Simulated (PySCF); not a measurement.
**Working out the ionisation energy of Ne**

Ne [Ne] (1S) → Ne⁺ [He] 2s2 2p5 (2P). Calculation: PySCF 2.14, in cc-pVDZ (3s2p1d, 14 functions); no relativity, point nucleus. Frozen: 1s2. Energies in hartree (1 hartree = 27.21139 eV):

```
            part   Ne (lower)  Ne⁺ (upper)
             UHF  -128.488776  -127.765983
CCSD correlation    -0.189017    -0.144137
             (T)    -0.001044    -0.001020
```

**Question.** What does Hartree-Fock give?

**Answer.** (-127.765983) − (-128.488776) = 0.722793 hartree = 19.668 eV.

**Question.** What do CCSD and CCSD(T) give?

**Answer.** The CCSD correlation energies differ by 0.044880 hartree = 1.221 eV and the triples by 0.000024 hartree = 0.001 eV, so CCSD gives 20.889 eV and CCSD(T) 20.890 eV.

Measured between the centres of the two terms (NIST): 21.597 eV, so CCSD(T) (valence) is off by -0.707 eV.

A double-zeta basis recovers only part of the correlation energy.

What remains against the reference includes basis incompleteness, the frozen core and higher excitations.
